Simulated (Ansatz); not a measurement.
# CF+ (quintet): from Hartree-Fock to the top rungs, def2-TZVPP

An exercise on one series of results from a longer session: the logs are not shown, and one member is left open.

Method: def2-TZVPP, core rule «outside noble gas», up to 2 orbitals frozen; program: Ansatz 0.2.0, Gaussian basis.

The runs, in order: UHF; ROHF; CCSD(T) on UHF.

## The system

The geometry is a PBE0/def2-TZVP stationary point (not a proven minimum) of the parent state, kept for this charge and spin.

2 atoms, charge 1, spin multiplicity 5.

Atoms are counted from 1 here; the program's logs count them from 0.

Bond lengths: C1–F2 1.316 Å.

The first run:

in.yaml

```yaml
crystal:
  periodic: [false, false, false]
  atoms:
    - {symbol: C, position_ang: [0.000000, 0.000000, 0.000000]}
    - {symbol: F, position_ang: [0.000000, 0.000000, 1.315900]}
basis:
  gaussian: {orbitals: def2-TZVPP}
total_charge: 1
magnetization: {spin_polarized: true, initial_magnetization: 4}
hamiltonian: {xc: hf}
output: {orbitals: {seedname: orbitals}}
```

Run with:

```bash
$ ansatz run in.yaml --threads 1 --pin off --events-out ev --progress --plain --max-ram 4096MiB --backend cpu
```

Among the steps run: UHF; ROHF; CCSD(T) on UHF.

One table of the session follows, with a row left open; its other results are not shown here.

```
  method  from UCCSD(T) (kcal/mol)
    ROHF                   +164.42
     UHF                   +160.55
    UMP2                    +15.71
   UCCSD                         ?
UCCSD(T)                         0
```

**Question.** Estimate the row for UCCSD.

The run gave: from UCCSD(T) (kcal/mol): +3.32. In the column «from UCCSD(T) (kcal/mol)» it lies between UCCSD(T) (0) and UMP2 (+15.71).
